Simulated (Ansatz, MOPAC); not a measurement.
Molecule: C₂H₂F, charge 0, multiplicity 2. SMILES: [CH]=CF

Atoms: C1, C2, F3, H4, H5. Bonds: C1-C2, C1-F3, C1-H4, C2-H5.

Bond lengths (Å) and angles (degrees) optimised at AM1 with MOPAC; MNDO with MOPAC; HF/6-31G* with Ansatz (a first-principles code); B3LYP/6-31G* with Ansatz, each started from the B3LYP-D3(BJ)/def2-TZVP structure (Ansatz) of the last column. A row stands for all coordinates that are equal there; 7 of 8 kinds are shown. 6-31G* holds six Cartesian d functions. No wavenumbers were computed at MNDO, so these may be saddle points.

| coordinate | AM1 | MNDO | HF/6-31G* | B3LYP/6-31G* | B3LYP-D3(BJ)/def2-TZVP |
|---|---|---|---|---|---|
| C1-C2 | 1.319 | 1.335 | 1.322 | 1.309 | 1.300 |
| C1-F3 | 1.350 | 1.323 | 1.330 | 1.350 | 1.350 |
| C1-H4 | 1.108 | 1.099 | 1.074 | 1.092 | 1.088 |
| C2-H5 | 1.059 | 1.048 | 1.068 | 1.078 | 1.073 |
| C2-C1-F3 | 124.1 | 123.2 | 122.0 | 123.5 | 123.2 |
| C2-C1-H4 | 122.5 | 122.0 | 125.4 | 124.8 | 125.1 |
| F3-C1-H4 | 113.4 | 114.8 | 112.6 | 111.7 | 111.7 |

Mean signed difference of all 4 bond lengths from B3LYP-D3(BJ)/def2-TZVP: AM1 0.006 Å, MNDO -0.002 Å, HF/6-31G* -0.004 Å, B3LYP/6-31G* 0.005 Å.
